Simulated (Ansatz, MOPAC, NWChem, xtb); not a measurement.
**SiH3 (silyl radical): methods side by side**

SiH3, doublet, SMILES `[SiH3]`. Each level relaxes the structure for itself.

Each level gives the zero-point energy at each level's own minimum (kJ/mol). The values are calculated.

```csv
level,kind,program,value (kJ/mol)
AM1,semi-empirical,MOPAC,53.4
PM6-D3,semi-empirical,MOPAC,52.1
GFN2-xTB,semi-empirical,xtb,54.8
GFN1-xTB,semi-empirical,xtb,52.5
UHF/6-31G* (spherical functions),Hartree–Fock,NWChem,60.0
UHF/6-31G* (Cartesian functions),Hartree–Fock,Ansatz,60.0
UB3LYP/6-31G* (spherical functions),global hybrid,NWChem,55.9
UB3LYP/6-31G* (Cartesian functions),global hybrid,Ansatz,55.9
UMP2/6-31G* (Cartesian functions),perturbation theory,Ansatz,58.1
```

Harmonic and unscaled. The values span 52.1 to 60.0 kJ/mol.
